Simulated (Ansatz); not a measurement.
Input file:

```yaml
crystal:
  periodic: [false, false, false]
  atoms:
    - {symbol: C, position_ang: [0.000000, 0.000000, 1.963452]}
    - {symbol: Mg, position_ang: [0.000000, 0.000000, -0.133469]}
    - {symbol: H, position_ang: [0.000000, 0.000000, -1.829984]}
basis:
  gaussian: {orbitals: 6-31G}
magnetization: {spin_polarized: true, initial_magnetization: 1}
correlation: {method: ccsdt_q, electrons: outside_noble_gas}
```

```sh
$ ansatz run in.yaml --threads 1 --pin off --events-out ev --progress --plain --max-ram 2393MiB
```

The program prints:

```
504 factors; integrals over basis functions are off by at most 1.4e-7 eV
mean field evaluation 1: about -6470.4691 eV, gradient 6.2e0 eV
mean field evaluation 2: about -6470.4893 eV, gradient 6.3e0 eV
mean field evaluation 4: about -6471.1816 eV, gradient 6.2e-1 eV
mean field evaluation 8: about -6471.1931 eV, gradient 4.8e-3 eV
mean field evaluation 16: about -6471.9362 eV, gradient 6.9e-5 eV
mean field evaluation 32: about -6471.1931 eV, gradient 5.2e-4 eV
mean field evaluation 64: about -6470.4504 eV, gradient 3.4e-3 eV
mean field evaluation 96: about -6471.7524 eV, gradient 1.3e-6 eV
mean field evaluation 128: about -6471.8926 eV, gradient 6.8e-1 eV
mean field evaluation 160: about -6471.8944 eV, gradient 7.0e-1 eV
...
mean field -6471.93615766 eV, -237.8392669580 hartree, gradient 1.5e-6 eV, S^2 1.654976; 18 other end points of the search recorded, 0 dependent functions left out
determinant -6471.93615766 eV, -237.8392669580 hartree, with singles and doubles -6474.14502981 eV, -237.9204415122 hartree
determinant -6471.75239357 eV, -237.8325137525 hartree, with singles and doubles -6474.25854058 eV, -237.9246129561 hartree
determinant -6471.73553849 eV, -237.8318943397 hartree, with singles and doubles -6474.24573716 eV, -237.9241424393 hartree
determinant -6470.45042253 eV, -237.7846671993 hartree, with singles and doubles -6472.84929595 eV, -237.8728241712 hartree
determinant -6471.93615766 eV, -237.8392669580 hartree, with singles and doubles -6474.62882117 eV, -237.9382205169 hartree
determinant -6471.75239357 eV, -237.8325137525 hartree, with singles and doubles -6474.62275479 eV, -237.9379975815 hartree
determinant -6471.73553849 eV, -237.8318943397 hartree, with singles and doubles -6474.55892443 eV, -237.9356518591 hartree
determinant -6470.45042253 eV, -237.7846671993 hartree, with singles and doubles -6472.88011265 eV, -237.8739566643 hartree
determinant -6471.19305451 eV, -237.8119584209 hartree, with singles and doubles -6473.56272390 eV, -237.8990421649 hartree
determinant -6469.43168456 eV, -237.7472292691 hartree, with singles and doubles -6471.93865422 eV, -237.8393587049 hartree
6 core orbitals not correlated: weight in the atoms' cores, before any rotation towards them, 1.000 or more for the frozen orbitals, at most 0.000 for the correlated occupied ones
reference -6471.93615766 eV, -237.8392669580 hartree; 4, 3 occupied and 14, 15 virtual orbitals, 504 factors
second order -1.40682455 eV of doubles, -0.00000000 eV of singles
...
perturbative correction -0.00803766 eV, -0.0002953784 hartree
the amplitudes ended above the screening CCSD energy; trying again from the screening CCSD amplitudes
...
cycle  28  -3.16686066 eV  change    8.5e-7 eV  update   2.5e-6
cycle  29  -3.16686041 eV  change    2.5e-7 eV  update   1.5e-6
cycle  30  -3.16686107 eV  change   -6.6e-7 eV  update   9.8e-7
cycle  31  -3.16686137 eV  change   -3.1e-7 eV  update   7.6e-7
cycle  32  -3.16686281 eV  change   -1.4e-6 eV  update   5.8e-7
cycle  33  -3.16686327 eV  change   -4.6e-7 eV  update   3.9e-7
cycle  34  -3.16686274 eV  change    5.2e-7 eV  update   2.8e-7
cycle  35  -3.16686344 eV  change   -7.0e-7 eV  update   2.3e-7
cycle  36  -3.16686324 eV  change    2.0e-7 eV  update   2.1e-7
cycle  37  -3.16686327 eV  change   -3.0e-8 eV  update   1.6e-7
WARN: the amplitudes ended 0.982 eV above the screening CCSD of this reference; a lower solution may exist
Total energy: -6473.65445402 eV, -237.9024131847 hartree
```

The determinant's ⟨S²⟩ is 1.65 against 0.75 for a pure state. The T1 diagnostic is 0.197.

Ran on 1 thread of Arm Neoverse V1, shared host: 7.5 s wall, 0.15 GiB peak host memory.
